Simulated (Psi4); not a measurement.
This Psi4 input (MP2/def2-TZVPD) gives -398.89096 Eh with 64 basis functions.

```
memory 1724 MB

molecule {
0 1
S     0.00184013    0.00030176    0.10309296
H    -0.00752722    0.96781232   -0.82771199
H    -0.02191490   -0.97264043   -0.82177540
}

set {
  basis def2-tzvpd
  scf_type df
  freeze_core true
}

energy('mp2')
print_variables()
```

Change:
```diff
- basis def2-tzvpd
+ basis cc-pv(q+d)z
```

Question: What does the run give now?

Answer: -398.92566 Eh (MP2/cc-pV(Q+d)Z, 124 functions), a change of -34.70 mEh.
